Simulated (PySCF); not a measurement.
Reaction (SMILES): SC (CH3-SH) → [CH2-]S + H+
B3LYP-D3(BJ)/def2-TZVP geometries, fixed; electronic energies without zero-point terms.

Effect of the grid level at B3LYP/def2-TZVP with PySCF, against the last row, where the deprotonation energy is 406.19 kcal/mol. The proton leaves the site shown, which need not be the most acidic. Cost is core time over that of grids.level: 1, rough, on shared machines of one kind.

```csv
setting,"grid points, largest species",largest shift of a total energy (mEh),shift of the deprotonation energy (kcal/mol),cost
grids.level: 0,5192,-3.595,0.537,0.6×
grids.level: 1,21384,-0.017,-0.010,1×
grids.level: 2,44448,-0.001,0.000,1×
grids.level: 3,72232,-0.002,0.001,2×
grids.level: 4,120136,0.000,0.000,3×
grids.level: 5,180192,0.000,0.000,4×
grids.level: 7,372528,0.000,0.000,7×
```

Within 0.1 kcal/mol in the deprotonation energy: grids.level: 1; grids.level: 2; grids.level: 3; grids.level: 4; grids.level: 5. The largest shift is 3.595 mEh in a total energy and 0.537 kcal/mol in the difference.
